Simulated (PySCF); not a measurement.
COOH, optimised at HF/6-31G*:

```xyz
4

O      1.2384    -0.4721    -0.5374
C      0.5758     0.2478     0.0989
O     -0.7224     0.4294     0.0997
H     -1.1327    -0.1482    -0.5440
```

Energies from PySCF (xtb for GFN2), thermal terms from the rigid-rotor harmonic-oscillator model, ideal gas at 1 bar. 6-31G* has spherical d functions here. Open shells (unrestricted): COOH (multiplicity 2). GFN2 has no spin-polarisation term. B3LYP is the form with VWN-RPA correlation.

List the harmonic frequencies (cm⁻¹, unscaled) at this level and at the other levels, each on its own geometry.


- HF/6-31G*: 633, 666, 1238, 1428, 2084, 3950
- B3LYP/6-31G*: 592, 614, 1094, 1311, 1881, 3506
- GFN2-xTB: 527, 650, 1096, 1252, 1882, 3059
- PBE/def2-SVP: 580, 612, 1074, 1256, 1860, 3395
- PBE0/def2-TZVP: 605, 607, 1108, 1308, 1909, 3628
